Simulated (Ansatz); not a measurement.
# CH5B: the cost of one run

Program: Ansatz 0.2.0. Level of theory: RKS r2SCAN-D4/def2-SVP. These are calculated values, not measurements.

### 1 Starting point

Bond lengths: B1–C2 1.613 Å, B1–H3 1.091 Å, B1–H4 1.150 Å, C2–H5 1.093 Å, C2–H6 1.114 Å, C2–H7 1.089 Å. Angles: B1–C2–H5 109.2°, B1–C2–H6 108.7°, B1–C2–H7 112.9°, H5–C2–H6 108.6°, H5–C2–H7 109.4°, H6–C2–H7 107.9°, C2–B1–H3 123.4°, C2–B1–H4 115.5°, H3–B1–H4 121.1°.

Coordinates:

```xyz
7

B    -0.2114   -0.9100    0.0454
C     0.1819    0.6525   -0.0334
H     0.4065   -1.6614    0.5393
H    -1.2159   -1.1927   -0.4390
H     0.3226    1.0389    0.9794
H     1.1433    0.7519   -0.5878
H    -0.5658    1.2527   -0.5495
```

### 2 End point A

Input file input.yaml:

```yaml
crystal:
  periodic: [false, false, false]
  atoms:
    - { symbol: B, position_ang: [-0.2114, -0.91, 0.0454] }
    - { symbol: C, position_ang: [0.1819, 0.6525, -0.0334] }
    - { symbol: H, position_ang: [0.4065, -1.6614, 0.5393] }
    - { symbol: H, position_ang: [-1.2159, -1.1927, -0.439] }
    - { symbol: H, position_ang: [0.3226, 1.0389, 0.9794] }
    - { symbol: H, position_ang: [1.1433, 0.7519, -0.5878] }
    - { symbol: H, position_ang: [-0.5658, 1.2527, -0.5495] }
basis:
  gaussian: { orbitals: def2-SVP }
hamiltonian:
  xc: r2scan
  dispersion: d4
relax:
  f_tol: 0.015
  max_steps: 40
output:
  orbitals: {}
```

On the command line:

```
> ansatz run input.yaml --threads 1 --pin off --max-ram 2048MiB --backend cpu --events-out ev --progress --plain --runs-dir out
```

What time and memory should one allow on 1 thread of AMD EPYC 9R14 (Zen 4), shared host?

About 11 s, with a peak of 0.12 GiB.
